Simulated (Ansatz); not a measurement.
Relaxing CoH3

Method: DFT PBE, scalar-relativistic, plane waves, PAW (Ansatz 0.2.0). Cutoff 420 eV, Γ-centred k mesh, Gaussian smearing, no spin polarisation in the final step.

This is the end of a relaxation of cell and atoms.

```yaml
crystal:
  lattice:
    - [2.61264, 0.00000, 0.00000]
    - [0.00000, 2.61264, 0.00000]
    - [0.00000, 0.00000, 2.61264]
  atoms:
    - { symbol: Co, position: [0.00000, 0.00000, 0.00000] }
    - { symbol: H, position: [0.00000, 0.50000, 0.50000] }
    - { symbol: H, position: [0.50000, 0.00000, 0.50000] }
    - { symbol: H, position: [0.50000, 0.50000, 0.00000] }
```

The zero of energy is the elements' standard structures at the same level (H₂ as a molecule); no fitted shifts are applied.

Problem. What space group does it have?

Solution. Pm-3m (No. 221). Conventional cell: a = 2.613 Å. Co has 12 H at 1.85 Å; H is coordinated by 4 Co at 1.85 Å and 8 H at 1.85 Å.

Problem. What is its formation energy per atom?

Solution. 0.25 eV/atom.

Problem. Is it a metal?

Solution. Yes, bands cross the Fermi level on the 18×18×18 mesh.

The final run used a 18×18×18 mesh on its 4-atom cell and 0.10 eV smearing. The k mesh leaves about 4 meV/atom of noise in metals.

Cost: 2 runs of about 0.34 core-minutes in all, on Arm Neoverse V1 (shared hosts).